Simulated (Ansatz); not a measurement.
Antiferromagnetic bcc Cr, treated with PBE-D4 (plane waves, PAW; Ansatz, a quantum-chemistry and plane-wave program).

Run with plane-wave cutoff 500 eV, 26×26×26 k mesh, Fermi–Dirac smearing 0.1 eV, spin-polarised with opposed moments, scalar-relativistic PAW data made under PBE.

Cell (relaxed at this level):

```yaml
crystal:
  lattice:
    - [2.83508, 0.00000, 0.00000]
    - [0.00000, 2.83508, 0.00000]
    - [0.00000, 0.00000, 2.83508]
  atoms:
    - { symbol: Cr, position: [0.00000, 0.00000, 0.00000] }
    - { symbol: Cr, position: [0.50000, 0.50000, 0.50000] }
```

### Question
Give the computed magnetic moment (largest site, within a sphere).

### Answer

- magnetic moment (largest site, within a sphere): 0.70 μB

Note: the commensurate order stands in for chromium's spin-density wave, and the size of the moments varies much between levels; the collinear magnetic order is the start's and need not be the measured one.

Moments are spin moments.
